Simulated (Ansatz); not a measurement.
A nudged elastic band was laid between two geometries of C₂H₇B (10 atoms, charge 0, multiplicity 1).

These are results of RKS PBE0/def2-SVP in Ansatz, not measurements.

| Quantity | Value |
| --- | --- |
| movable images | 7 |
| climbing image | yes |
| spring | 0.1 eV/Å² |
| optimiser | quadratic models (default) |
| start path | through a guess of the saddle point |
| force threshold | 0.05 eV/Å |
| iteration limit | 60 |
| end points | relaxed |

Image 0:

```xyz
10
Properties=species:S:1:pos:R:3
B 0.338 -0.084 -0.049
C 0.672 0.035 1.475
H -0.194 -0.005 2.152
H 1.443 -0.679 1.806
H 1.137 1.035 1.595
H 1.259 -0.288 -0.819
C -1.106 0.029 -0.637
H -1.427 -1.024 -0.778
H -1.847 0.498 0.027
H -1.151 0.483 -1.638
```

Image 8:

```xyz
10
Properties=species:S:1:pos:R:3
B -0.049 -0.123 -1.753
C 1.192 -0.075 1.799
H 0.279 -0.648 2.010
H 1.992 -0.408 2.474
H 1.000 0.995 1.961
H 1.502 -0.240 0.756
C -1.444 0.088 -1.142
H -1.735 -0.812 -0.569
H -1.428 0.958 -0.461
H -2.186 0.265 -1.941
```

(1) Which bonds break or form, and what moves?

(2) What energy profile does the band end with?

(3) What is the geometry of the highest image?

## Answers

(1) Bonds broken: B1–C2, B1–H6. Bonds formed: C2–H6. C2H7B becomes CH3B + CH4.

(2) The run converged. The highest image is number 5 of 0 to 8, 4.25 eV above the first end and 0.71 eV above the last; the last end lies 3.55 eV above the first. Neighbouring images differ by up to 2.0 eV, so the band resolves the path poorly. Another band between the same ends (7 images) ends at a top of the same energy, where a vibrational analysis finds 1 clearly imaginary mode. The orbitals stay closed-shell, which can raise the energy where a bond breaks towards radicals; this wasn't checked here.

| image | path coordinate (Å) | energy (eV) | B1–C2 (Å) | B1–H6 (Å) | C2–H6 (Å) |
| --- | --- | --- | --- | --- | --- |
| 0 | 0.00 | 0.00 | 1.56 | 1.22 | 2.39 |
| 1 | 0.52 | 0.01 | 1.56 | 1.22 | 2.41 |
| 2 | 1.04 | 0.03 | 1.57 | 1.22 | 2.41 |
| 3 | 1.57 | 0.42 | 1.56 | 1.19 | 2.19 |
| 4 | 2.11 | 2.47 | 1.72 | 1.16 | 1.73 |
| 5 | 2.65 | 4.25 | 2.11 | 1.30 | 1.35 |
| 6 | 3.41 | 3.70 | 2.77 | 1.93 | 1.12 |
| 7 | 4.16 | 3.56 | 3.35 | 2.55 | 1.10 |
| 8 | 4.91 | 3.55 | 3.76 | 2.95 | 1.10 |

(3) 
```xyz
10
Properties=species:S:1:pos:R:3
B 0.407 -0.220 -0.731
C 0.782 -0.017 1.341
H -0.033 -0.653 1.709
H 1.721 -0.251 1.865
H 0.549 1.052 1.427
H 1.343 -0.349 0.164
C -1.111 0.101 -0.666
H -1.579 -0.865 -0.383
H -1.448 0.852 0.068
H -1.506 0.351 -1.661
```

Time of the run: 2.9 min on 1 thread of Intel(R) Xeon(R) 6975P-C (Granite Rapids) (shared host), peak memory 0.17 GiB.
